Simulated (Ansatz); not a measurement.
Coupled-cluster run, `C=C(F)F`.

```yaml
crystal:
  periodic: [false, false, false]
  atoms:
    - {symbol: C, position_ang: [-0.115932, 0.470995, -0.544449]}
    - {symbol: C, position_ang: [0.104986, -0.394621, 0.420124]}
    - {symbol: F, position_ang: [-0.454910, -0.363633, 1.607622]}
    - {symbol: F, position_ang: [0.919203, -1.422095, 0.343037]}
    - {symbol: H, position_ang: [0.394220, 0.360591, -1.488397]}
    - {symbol: H, position_ang: [-0.805566, 1.284764, -0.384237]}
basis:
  gaussian: {orbitals: def2-TZVPP}
correlation: {method: ccsd_t}
output: {orbitals: {seedname: orbitals}}
```

```sh
$ ansatz run in.yaml --threads 2 --pin off --events-out ev --progress --plain
```

Output of Ansatz, abridged:

```
Functional definition: HF
972 factors; integrals over basis functions are off by at most 6.4e-4 eV
mean field evaluation 1: about -7503.9463 eV, gradient 3.6e1 eV
mean field evaluation 2: about -7503.9532 eV, gradient 3.6e1 eV
mean field evaluation 4: about -7506.6101 eV, gradient 3.0e0 eV
mean field evaluation 8: about -7506.6546 eV, gradient 1.3e-1 eV
mean field evaluation 16: about -7506.6432 eV, gradient 9.4e-1 eV
mean field -7506.65469272 eV, -275.8644717643 hartree, gradient 3.3e-6 eV, S^2 0.000000; 0 other end points of the search recorded, 0 dependent functions left out
4 core orbitals not correlated: weight in the atoms' cores, before any rotation towards them, 1.000 or more for the frozen orbitals, at most 0.000 for the correlated occupied ones
reference -7506.65469272 eV, -275.8644717643 hartree; 12, 12 occupied and 136, 136 virtual orbitals, 972 factors
second order -22.05878298 eV of doubles, -0.00000000 eV of singles
cycle   1  -21.88441628 eV  change    1.7e-1 eV  update   9.5e-2
cycle   2  -22.34726694 eV  change   -4.6e-1 eV  update   2.9e-2
cycle   3  -22.46360074 eV  change   -1.2e-1 eV  update   1.4e-2
cycle   4  -22.45167803 eV  change    1.2e-2 eV  update   3.3e-3
cycle   5  -22.44958139 eV  change    2.1e-3 eV  update   1.2e-3
cycle   6  -22.45061275 eV  change   -1.0e-3 eV  update   3.4e-4
cycle   7  -22.45047470 eV  change    1.4e-4 eV  update   9.1e-5
cycle   8  -22.45043059 eV  change    4.4e-5 eV  update   3.0e-5
cycle   9  -22.45043820 eV  change   -7.6e-6 eV  update   1.3e-5
perturbative correction -0.80401710 eV, -0.0295470835 hartree
Total energy: -7529.90914802 eV, -276.7190572341 hartree
```

It took 29 s on 2 threads of a server CPU on a shared host, with 1.2 GiB of host memory at the peak.

The correlation energy is -23.254 eV, 3.5 % of it from (T); the T1 diagnostic reads 0.0122.
